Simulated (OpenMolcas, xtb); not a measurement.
How methods differ on C3HF3 (3,3,3-trifluoroprop-1-yne)

C3HF3 has 7 atoms, charge 0, and is taken as a singlet. SMILES: `C#CC(F)(F)F`. The shape is that of a PBE0-D4/def2-TZVP optimisation.

Quantity: the HOMO–LUMO gap, in eV. The values are calculated.

| level | kind | program | value (eV) | CPU time |
| --- | --- | --- | --- | --- |
| GFN1-xTB | semi-empirical | xtb | 7.03 | under 2 s |
| HF/cc-pVDZ | Hartree–Fock | OpenMolcas | 16.37 | 6.3 s |
| SVWN5/cc-pVDZ | LDA | OpenMolcas | 6.69 | 17 s |
| revPBE/cc-pVDZ | GGA | OpenMolcas | 6.79 | 24 s |
| r2SCAN/cc-pVDZ | meta-GGA | OpenMolcas | 7.30 | 29 s |
| BHLYP/cc-pVDZ | global hybrid | OpenMolcas | 11.58 | 20 s |
| PBE0/cc-pVDZ | global hybrid | OpenMolcas | 9.19 | 21 s |
| B2PLYP/cc-pVDZ | double hybrid | OpenMolcas | 11.87 | 18 s |

The values span 6.69 to 16.37 eV. Orbital gaps aren't excitation energies, and those of double hybrids come from the SCF part alone; they tend to grow with the share of exact exchange. Times are those of the runs behind each value, whatever else they computed, on shared processors of several kinds: orders of magnitude only.
